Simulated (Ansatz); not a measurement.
Relaxation of CH4BCl (7 atoms, charge 0, multiplicity 1), to a largest force component of 0.02 eV/Å in at most 40 steps.

These are results of RKS B3LYP/def2-SVP in Ansatz 0.2.0, not measurements.

```xyz
7
Properties=species:S:1:pos:R:3:forces:R:3
B 0.000 0.000 0.000 0.13 -0.01 -1.51
H 0.000 0.000 1.190 0.42 -0.01 0.33
Cl 1.611 0.000 -0.930 -1.50 0.00 1.04
C -1.386 0.000 -0.800 1.28 0.07 -0.16
H -1.946 -0.930 -0.571 -0.01 0.25 0.03
H -1.990 0.880 -0.495 0.00 -0.27 0.02
H -1.184 0.051 -1.890 -0.33 -0.04 0.26
```

**Question.** Where does it end, and by what steps?

**Answer.** It converged. After 5 steps the energy has fallen by 0.158 eV; Cl3 moved furthest, 0.10 Å.

```csv
step,energy less start (eV),largest force component (eV/Å),accepted
0,0.0000,1.512,yes
1,-0.1291,0.800,yes
2,-0.1562,0.210,yes
3,-0.1571,0.093,yes
4,-0.1576,0.049,yes
5,-0.1577,0.018,yes
```

```xyz
7
Properties=species:S:1:pos:R:3
B -0.004 -0.001 -0.036
H 0.031 -0.017 1.168
Cl 1.561 0.012 -0.847
C -1.346 0.004 -0.826
H -1.927 -0.895 -0.546
H -1.964 0.857 -0.489
H -1.246 0.039 -1.920
```

Whether the end is a true minimum wasn't checked by a vibrational analysis.

Run time: 12 s on 1 thread of Arm Neoverse V1, with other jobs on the host, peak memory 0.13 GiB.
